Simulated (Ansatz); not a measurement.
We consider diamond-structure Si, described by r²SCAN-D4 (Ansatz, an electronic-structure program, PAW).

Input file:

Ansatz 0.2 input:
```yaml
crystal:
  lattice:
    - [0.0, 2.6777734382, 2.6777734382]
    - [2.6777734382, 0.0, 2.6777734382]
    - [2.6777734382, 2.6777734382, 0.0]
  atoms:
    - { symbol: Si, position: [0.0, 0.0, 0.0] }
    - { symbol: Si, position: [0.25, 0.25, 0.25] }
basis:
  ecutwfc: 560
  ecutrho_ratio: 4
  xc_grid: 3
kpoints:
  mp_grid: { grid: [12, 12, 12] }
hamiltonian:
  xc: r2scan
  dispersion: d4
  pseudopotentials: { kind: paw }
scf:
  occupations: { method: fermi_dirac, width: 0.01 }
  convergence: { dr2_threshold: 0.0000000002 }
output:
  forces: true
  stress: true
  eigenvalues: true
```

Task: How many irreducible k-points, plane waves at Γ does the program set up, and what pressure does the run end with?

Result: 72 irreducible k-points, 1139 plane waves at Γ; P = 4.38 GPa, so the cell is compressed on average and its volume would grow at this level.

From the output:

```
Crystal: 2 atoms, lattice volume = 38.402 Å³
Basis set: ecut = 560 eV, 1139 PW (Γ), exchange–correlation on 90×90×90 points (27 copies of the dense FFT grid, shifted against one another)
Bands: 8, of which v1, the nominal top of the filled ones, is band 4 counted from 1 (3 counted from 0)
Symmetry: 48 space group operations
Space group: Fd-3m (ITA 227), of the structure as read, at distance tolerance 3.4e-5 Å
k-points: 72 of 1728
Functional: x = r2scan, c = r2scan; τ floored in thin density (d = 2e-4 eV/Å³)
SCF iter   1: F=—  HF=-1278.332206 eV  |F-HF|=—  |Δ(HF+E_count)|=         —  Δρ=3.35e-3  dr2=2.69e-3  dr2_τ=1.45e-2
SCF iter   2: F=—  HF=-1278.350425 eV  |F-HF|=—  |Δ(HF+E_count)|=   1.82e-2  Δρ=2.02e-3  dr2=9.72e-4  dr2_τ=6.02e-6
  ...
SCF iter   6: F=—  HF=-1278.350438 eV  |F-HF|=—  |Δ(HF+E_count)|=   1.12e-6  Δρ=1.21e-6  dr2=3.11e-10  dr2_τ=2.61e-12
SCF iter   7: F=-1278.350438 eV  HF=-1278.350438 eV  |F-HF|=6.37e-12  |Δ(HF+E_count)|=  3.02e-10  Δρ=2.83e-7  dr2=1.85e-11  dr2_τ=1.20e-13
SCF 1 converged in 7 iterations: F = -1278.350438 eV  dr2 = 1.85e-11
SCF converged after 7 iterations
Free energy (F): -1278.350438 eV
Internal energy: -1278.350438 eV  (E = F + TS)
E sigma→0 (E₀):  -1278.350438 eV
Fermi energy:    6.943925 eV
--- Forces (eV/Å), atoms counted from 1 ---
  atom   1  Si     0.00000000     0.00000000    -0.00000000
  atom   2  Si     0.00000000    -0.00000000     0.00000000
--- Stress (GPa, compression-positive) ---
        4.382026      -0.000000      -0.000000
        0.000000       4.382026      -0.000000
       -0.000000      -0.000000       4.382026
  P = ⅓ Tr σ = 4.3820 GPa (43.820 kbar)
```

The cell is one volume of an energy–volume scan, off the minimum.

The PAW data were made under PBE.
